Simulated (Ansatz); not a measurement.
# C₃H₆O₂, SMILES COC(C)=O: a single point in a Gaussian basis

Program: Ansatz 0.2.0, Python API.

Input file `c3h6o2.xyz`:
```text
11

C    -1.40790    0.94450    0.57240
O    -0.67500   -0.18880    0.35540
C     0.48130    0.04640   -0.28570
C     1.33750   -1.23060   -0.44430
O     0.92120    1.12850   -0.66540
H    -0.92240    1.71720    1.19640
H    -1.69180    1.44920   -0.39450
H    -2.34110    0.71320    1.06130
H     1.47840   -1.66180    0.58050
H     2.21540   -1.04240   -0.92250
H     0.66990   -1.93220   -1.03300
```

The cells in order, each with its output:

**Cell 1**
```python
import ansatz
```

**Cell 2**
```python
BASIS = "def2-TZVP"
XC = "pbe0"

molecule = ansatz.Crystal.molecule_from_extxyz("c3h6o2.xyz")
```

**Cell 3**
```python
model = molecule.calculation().basis(gaussian=BASIS).functional(XC)
res = model.run(threads=1)
r = res.report
```

**Cell 4**
```python
r["n_occupied"], r["n_virtual"]
```
Output:
```text
([20, 20], [171, 171])
```

**Cell 5**
```python
for key in ("converged", "free_energy_ev", "reference_energy_ev", "n_frozen", "n_occupied", "n_virtual"):
    print(f"{key:22s} {r[key]}")
```
Output:
```text
converged              True
free_energy_ev         -7297.506115980889
reference_energy_ev    -7297.506115980889
n_frozen               0
n_occupied             [20, 20]
n_virtual              [171, 171]
```

**Cell 6**
```python
field = r["mean_field"]
print("<S^2> =", round(abs(field["state"]["spin_squared"]), 4), " all-electron relativity setting:", field["relativity"])
print("passes:", field["passes"])
if "symmetry" in field:
    print("occupied orbitals by irrep:", field["symmetry"]["occupied"])
```
Output:
```text
<S^2> = 0.0  all-electron relativity setting: none
passes: {'evaluations': 16, 'products': 12}
occupied orbitals by irrep: [{'A': 20}, {'A': 20}]
```

Total energies depend on the basis set; only differences at equal settings carry meaning. The geometry is a force-field or estimated start, not a minimum of this method, and the basis set is short of its limit. The whole script took 5.7 s on 1 thread of Arm Neoverse V1 (shared host), peak memory 0.35 GiB.

(Lines on the test bed's own set-up are left out of the output.)
